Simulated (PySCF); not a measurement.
MgC⁺ at PW91

Level: PW91. basis Mg x2c-SVPall, C x2c-SVPall; spin-free X2C with a Gaussian nucleus; PySCF 2.14.

| Item | Value |
| --- | --- |
| state | ⁴Σ⁻ (quartet), unpaired electrons σ ↑, π ↑↑ |
| bond length | 0.2025 nm |
| harmonic wavenumber | 595 cm⁻¹ |
| force constant | 1.67 mdyn/Å |
| rotational constant Be | 0.5141 cm⁻¹ |
| anharmonicity ωexe | 5.17 cm⁻¹ |
| vibration–rotation constant αe | 0.00559 cm⁻¹ |
| well depth De to Mg⁺ + C | 37.4 kcal/mol |
| dissociation energy D0 | 36.5 kcal/mol |
| bond order (Mayer) | 1.35 |
| dipole moment (positive dipole points towards C; it is taken about the centre of mass and depends on that origin) | -5.91 D |

For an ion De counts to the pair picked by the measured ionisation energies or electron affinities, which need not be the lowest pair at this level. The state was picked by a PBE0 search and need not be the measured ground state.
